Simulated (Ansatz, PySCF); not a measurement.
Species: N2O, charge 0, singlet. N2O (nitrous oxide, SMILES [O-][N+]#N).
B3LYP-D3(BJ)/def2-TZVP minimum from Ansatz (a first-principles code):
```xyz
3

N      0.0000     0.0000    -1.1943
N      0.0000     0.0000    -0.0734
O      0.0000     0.0000     1.1093
```
Charge 0, spin multiplicity 1.

Total energies in hartree (Ansatz). Radicals and triplets start from unrestricted determinants; spin-orbit coupling is neglected. Correlated methods leave the cores frozen. No relativity.

```csv
species,HF/cc-pVTZ,CCSD(T)/cc-pVTZ,HF/cc-pVQZ,CCSD(T)/cc-pVQZ,CCSDT(Q)/cc-pVTZ
"1: N2O (nitrous oxide, SMILES N#[N+][O-])",-183.75101,-184.40680,-183.76445,-184.46145,-184.40945
2: N (quartet),-54.40069,-54.51471,-54.40372,-54.52482,-54.51507
3: O (triplet),-74.81176,-74.97396,-74.81729,-74.99357,-74.97430
```

Work out the enthalpy of formation at 298 K (by atomisation, with ideal-gas terms from PySCF's Hessian at B3LYP-D3(BJ)/def2-TZVP and the atoms' measured values of the G2/97 table; no spin-orbit terms) in kcal/mol: take Hartree-Fock from cc-pVQZ, extrapolate the CCSD(T) correlation energy as X^-3 (X = 3, 4), and add CCSDT(Q) - CCSD(T) in cc-pVTZ. The further terms named in the bracket sum to +0.46251 hartree. 1 hartree = 627.51 kcal/mol.


Species 1: correlation (64·(-0.69700) - 27·(-0.65579))/37 = -0.72707; step -0.00265; E1 = -183.76445 + (-0.72707) + (-0.00265) = -184.49417
Species 2: correlation (64·(-0.12110) - 27·(-0.11402))/37 = -0.12627; step -0.00036; E2 = -54.40372 + (-0.12627) + (-0.00036) = -54.53035
Species 3: correlation (64·(-0.17628) - 27·(-0.16220))/37 = -0.18655; step -0.00034; E3 = -74.81729 + (-0.18655) + (-0.00034) = -75.00418
+1·E1 -2·E2 -1·E3 +0.46251 = 0.03322 hartree = 20.8 kcal/mol. Measured: 19.7 kcal/mol, 82.6 kJ/mol (Active Thermochemical Tables 1.112 (ions: stationary electron), as tabulated in the package chemicals); atomic spin-orbit terms, which the calculations lack, would raise the computed values. The composite differs from it by +1.1 kcal/mol; core, relativistic and spin-orbit terms are not in it.
